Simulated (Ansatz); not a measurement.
`F[BH][AlH2]` → Al• + B• + F• + 3 H•  (atomization)

Program: Ansatz. Geometries: PBE0-D4/def2-TZVP. ΔE: electronic, gas phase. CBS: MP2 limit from def2 TZ/QZ plus the TZ coupled-cluster correction, frozen cores. This one scheme is used for every species, atoms too. DFT in def2-TZVPP. Open shells (•) are unrestricted, without spin–orbit coupling. Spin–orbit coupling would lower the free atoms: a little for Al, B, F.

`F[BH][AlH2]`:

Z-matrix (Å, degrees):
```
B
Al 1 2.161
F 1 1.329 2 120.8
H 1 1.210 2 125.0 3 -180.0
H 2 1.592 1 120.9 3 91.2
H 2 1.592 1 120.9 3 -91.3
```

| level | ΔE (kJ/mol) |
| --- | --- |
| revPBE-D4 | 1784.8 |
| B97M-V | 1845.9 |
| r2SCAN0-D4 | 1798.7 |
| B2PLYP | 1803.1 |
| PBE-QIDH | 1798.4 |
| LC-ωPBE | 1819.3 |
| MP2/def2-TZVPP | 1800.7 |
| MP2/CBS(def2) | 1842.3 |

Problem. What does CCSD(T)/CBS give? (An estimate is asked.)

Solution. Ansatz gave: +1815.1 kJ/mol. The listed levels differ from it by -30.3, 30.8, -16.4, -12.0, -16.7, 4.2, -14.4, 27.2 kJ/mol.

Largest T1 diagnostic among the species: 0.018.

At CCSD(T), def2-SVP lies −81.7 kJ/mol from the extrapolated value and def2-TZVPP −41.6 kJ/mol: correlation converges slowly with the basis, and small sets miss more of it in the bonded molecule than in its fragments. From PBE to PBE0 (25 % exact exchange), in def2-TZVPP and without D4, ΔE moves by −23.1 kJ/mol: exact exchange takes away binding that semilocal exchange gives to molecules.

For atomizations the MP2-based limit and the directly extrapolated one differ by several kJ/mol either way, and by 10 to 25 for some Ge, Se and Sn compounds, so smaller differences from it don't rank the levels.
